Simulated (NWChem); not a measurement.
All runs are NWChem calculations. System: benzene (C6H6), charge 0, spin multiplicity 1, at a geometry optimised with B3LYP/def2-SVP. Level: G0W0@B3LYP/def2-SVP, RI basis def2-svp-rifit, VWN1-RPA local correlation.

Input file:

```
start mol
memory heap 200 mb stack 700 mb global 1700 mb
geometry units angstroms nocenter noautoz
  C      0.000000     0.000000     1.398852
  C     -1.211423     0.000000     0.699426
  C     -1.211423     0.000000    -0.699426
  C      0.000000     0.000000    -1.398852
  C      1.211423     0.000000    -0.699426
  C      1.211423     0.000000     0.699426
  H      0.000000     0.000000     2.492116
  H     -2.158220     0.000000     1.246058
  H     -2.158220     0.000000    -1.246058
  H      0.000000     0.000000    -2.492116
  H      2.158220     0.000000    -1.246058
  H      2.158220     0.000000     1.246058
  symmetry group D2h
end
basis spherical
  * library def2-svp
end
basis "ri basis" bse spherical
  * library def2-svp-rifit
end
dft
  xc b3lyp
  iterations 100
  direct
  tolerances tight
end
task dft energy
gw
  states alpha occ 4 vir 2
end
task dft gw
```

NWChem printed:

```
             Northwest Computational Chemistry Package (NWChem) 7.3.0
             --------------------------------------------------------

                                NWChem Input Module
                                -------------------

 Scaling coordinates for geometry "geometry" by  1.889725989
 (inverse scale =  0.529177249)

 Turning off AUTOSYM since
 SYMMETRY directive was detected!

                             Geometry "geometry" -> ""
                             -------------------------

 Output coordinates in angstroms (scale by  1.889725989 to convert to a.u.)

  No.       Tag          Charge          X              Y              Z
 ---- ---------------- ---------- -------------- -------------- --------------
    1 C                    6.0000     0.00000000     0.00000000     1.39885200
    2 C                    6.0000    -1.21142300     0.00000000     0.69942600
    3 C                    6.0000    -1.21142300     0.00000000    -0.69942600
    4 C                    6.0000     0.00000000     0.00000000    -1.39885200
    5 C                    6.0000     1.21142300     0.00000000    -0.69942600
    6 C                    6.0000     1.21142300     0.00000000     0.69942600
    7 H                    1.0000     0.00000000     0.00000000     2.49211600
    8 H                    1.0000    -2.15822000     0.00000000     1.24605800
    9 H                    1.0000    -2.15822000     0.00000000    -1.24605800
   10 H                    1.0000     0.00000000     0.00000000    -2.49211600
   11 H                    1.0000     2.15822000     0.00000000    -1.24605800
   12 H                    1.0000     2.15822000     0.00000000     1.24605800

 Effective nuclear repulsion energy (a.u.)     202.7368236591

            Nuclear Dipole moment (a.u.)
            ----------------------------
        X                 Y               Z
 ---------------- ---------------- ----------------
     0.0000000000     0.0000000000    -0.0000000000

      Symmetry information
      --------------------

 Group name             D2h
 Group number             26
 Group order               8
[...]
           0.000000000000         637.226751582533           0.000000000000
           0.000000000000           0.000000000000         318.609071771941

     Multipole analysis of the density
     ---------------------------------

     L   x y z        total         alpha         beta         nuclear
     -   - - -        -----         -----         ----         -------
     0   0 0 0     -0.000000    -21.000000    -21.000000     42.000000

     1   1 0 0      0.000000      0.000000      0.000000      0.000000
     1   0 1 0     -0.000000     -0.000000     -0.000000      0.000000
     1   0 0 1     -0.000000     -0.000000     -0.000000     -0.000000

     2   2 0 0    -23.914334   -108.112985   -108.112985    192.311636
     2   1 1 0      0.000000      0.000000      0.000000      0.000000
     2   1 0 1      0.000000      0.000000      0.000000      0.000000
     2   0 2 0    -29.098126    -14.549063    -14.549063      0.000000
     2   0 1 1     -0.000000     -0.000000     -0.000000      0.000000
     2   0 0 2    -23.914003   -108.115213   -108.115213    192.316422

 Task  times  cpu:        4.7s     wall:        4.7s

                                NWChem Input Module
                                -------------------

                                 NWChem GW Module
                                 ----------------

                             ***********************
                             ***        GW       ***
                             ***********************

 Summary of "ri basis" -> "ri basis" (spherical)
 ------------------------------------------------------------------------------
       Tag                 Description            Shells   Functions and Types
 ---------------- ------------------------------  ------  ---------------------
 C                       def2-svp-rifit             16       48   6s5p4d1f
 H                       def2-svp-rifit              6       14   3s2p1d

                 Memory Information
                 ------------------
          Available GA per process is          1699.9 MBs
          Available stack per process is        700.0 MBs
          Available heap per process is           0.0 MBs

          Peak memory in Initialization
              Peak GA per process is                  8.5 MBs
              Peak stack per process is               0.1 MBs
              Peak heap per process is                8.9 MBs
              Memory not in MA per process            0.0 MBs

          Peak memory in AFF Calculation
              Peak GA per process is                 42.0 MBs
              Peak stack per process is              29.1 MBs
              Peak heap per process is                0.0 MBs
              Memory not in MA per process           29.1 MBs

          Computing 2-center integrals
          Computing Inverse Cholesky factor
          Computing 3-center integrals
          Computing V_xc ...

          Computing Sigma_x
          Computing RPA polarizability
          Solving quasiparticle equations

                  Alpha Orbitals
          State     Energy (eV)     Error (eV)
          -----------------------------------
@GW        18        -11.597           0.005
@GW        19        -11.597           0.005
@GW        20         -8.673           0.004
@GW        21         -8.673           0.004
@GW        22          2.216           0.002
@GW        23          2.216           0.002

   Applying  -1.7061 eV scissor-shift to rest of particle states

   Applying   2.4650 eV scissor-shift to rest of hole states

     GW Timing Statistics
   ------------------------
   Init.   :          0.0s
     ERIs  :          1.1s
     Distr.:          0.0s
     Vxc   :          0.5s
   Sigma_x :          0.0s
   RPA     :          1.6s
   Wmn     :          0.0s
   Sigma_c :          0.0s
   GW total:          3.4s

 Task  times  cpu:        3.4s     wall:        3.4s

 Total times  cpu:        8.1s     wall:        8.1s
```
